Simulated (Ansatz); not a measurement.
Elements on the sites of an ideal diamond lattice, at a guessed lattice constant:

```yaml
crystal:
  lattice:
    - [-5.01671, 5.01671, 0.00000]
    - [-5.01671, 0.00000, 5.01671]
    - [0.00000, 5.01671, 5.01671]
  atoms:
    - { symbol: C, position: [0.00000, 0.00000, 0.50000] }
    - { symbol: C, position: [0.50000, 0.50000, 0.00000] }
    - { symbol: C, position: [0.37500, 0.37500, 0.87500] }
    - { symbol: Si, position: [0.00000, 0.00000, 0.00000] }
    - { symbol: Si, position: [0.50000, 0.00000, 0.00000] }
    - { symbol: Si, position: [0.00000, 0.50000, 0.00000] }
    - { symbol: Si, position: [0.50000, 0.00000, 0.50000] }
    - { symbol: Si, position: [0.00000, 0.50000, 0.50000] }
    - { symbol: Si, position: [0.50000, 0.50000, 0.50000] }
    - { symbol: Si, position: [0.87500, 0.87500, 0.37500] }
    - { symbol: Si, position: [0.37500, 0.87500, 0.37500] }
    - { symbol: Si, position: [0.87500, 0.37500, 0.37500] }
    - { symbol: Si, position: [0.87500, 0.87500, 0.87500] }
    - { symbol: Si, position: [0.37500, 0.37500, 0.37500] }
    - { symbol: Si, position: [0.37500, 0.87500, 0.87500] }
    - { symbol: Si, position: [0.87500, 0.37500, 0.87500] }
```

Cell and atoms were relaxed without symmetry on coarser meshes and computed once more. Level of theory: DFT PBE, scalar-relativistic, plane waves, PAW (Ansatz).

Settings: cutoff 420 eV, Γ-centred mesh 6×6×6 on the computed 16-atom cell, Gaussian smearing of 0.10 eV; no spin polarisation.

The relaxation ran on 2×2×2 (shifted) k points with a smearing of 0.1 eV, from sites shaken by 0.02 Å.

**Question.** What does the relaxation give?

**Answer.** A volume of 16.97 Å³/atom and no gap on the mesh. It lies 0.29 eV/atom above the elements' standard states (static lattices, no corrections for gases). The atoms leave their sites by 0.25 Å (root mean square) and 0.49 Å at most, and the cell stretches by up to 2.7 % at fixed volume.

```xyz
16
Lattice="-5.2059 5.2109 0.1128 -5.1696 0.1491 5.2497 -0.1508 5.1730 5.2481" Properties=species:S:1:pos:R:3 pbc="T T T"
C    -0.0865    2.6040    2.6434
C    -5.4545    2.9516    2.9369
C    -3.7323    6.2532    6.3310
Si   -5.3115    5.3190   10.4639
Si   -2.8438    7.6130    5.4172
Si   -2.8363    5.3556    7.7028
Si   -2.6710    5.1888    2.6927
Si   -2.6535    2.6588    5.2152
Si   -5.0914    5.3636    5.4177
Si   -9.2836    6.7874    6.8635
Si   -6.3994    3.8988    6.7472
Si   -6.4085    6.6687    3.9129
Si   -9.3158    9.0809    9.1610
Si   -4.1299    3.8575    3.8993
Si   -6.5082    6.7995    9.1481
Si   -6.5270    9.0498    6.8613
```

The final mesh leaves forces up to 0.59 eV/Å and stresses up to 1.0 GPa: the relaxation ran on a coarser mesh, so the cell's shape, its bonds and its energy belong partly to that mesh.

Cost: 2 runs of about 2.5 core-minutes in all (earlier runs that led there not counted), on Intel Xeon 6975P-C (Granite Rapids) (shared hosts).